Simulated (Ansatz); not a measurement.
**Worked example: the enthalpy of formation of BNH3Cl (SMILES NBCl)**

The species is BNH3Cl (6 atoms), meant as a singlet with charge 0. As SMILES, `NBCl`. The shape is that of a PBE0-D4/def2-TZVP optimisation.

Total energies at B3LYP/6-31G* (spherical functions) (Ansatz 0.2.0); the atoms run unrestricted:

```
species    state  energy (Eh)
 BNH3Cl  singlet  -541.685583
      N  quartet   -54.582875
      B  doublet   -24.653835
     Cl  doublet  -460.132788
      H  doublet    -0.500273
```

Harmonic wavenumbers at PBE0-D4/def2-TZVP, in cm⁻¹: 351, 548, 611, 709, 888, 932, 1138, 1360, 1629, 2668, 3618, 3722.

Measured heats of formation of the gaseous atoms at 298.15 K, in kJ/mol: N 472.4, B 570.3, Cl 121.3, H 218.0. Spin-orbit lowering of the atoms at 298 K (mean of the ground term's levels less their thermal mean, from spectra), in kJ/mol: B 0.00, Cl 3.44. Take 1 Eh = 2625.50 kJ/mol, 1 cm⁻¹ = 0.0119627 kJ/mol, RT = 2.479 kJ/mol.

Question: What heat of formation follows?

Answer: 
1. Electronic atomisation energy: (-54.582875) + (-24.653835) + (-460.132788) + 3 × (-0.500273) − (-541.685583) = 0.815266 Eh = 2140.5 kJ/mol.
2. Zero-point energy: half the sum of the wavenumbers, 9087 cm⁻¹ = 108.7 kJ/mol.
3. Thermal vibrational enthalpy, Σ hcν̃/(exp(hcν̃/kT) − 1): 2.5 kJ/mol. Translation, rotation and pV of a non-linear molecule: 4 RT = 9.9 kJ/mol.
4. The 6 free atoms carry 5/2 RT each: 37.2 kJ/mol.
5. Spin-orbit coupling lowers the free atoms by 0.00 + 3.44 = 3.4 kJ/mol.
6. Atomisation enthalpy at 298 K: 2140.5 − 3.4 − 108.7 − 2.5 − 9.9 + 37.2 = 2053.2 kJ/mol.
7. Sum of the atoms' heats of formation: 1818.0 kJ/mol. Heat of formation: 1818.0 − 2053.2 = -235.2 kJ/mol.

No measured value is set beside it here. Anharmonicity and any spin-orbit splitting of the molecule are left out.
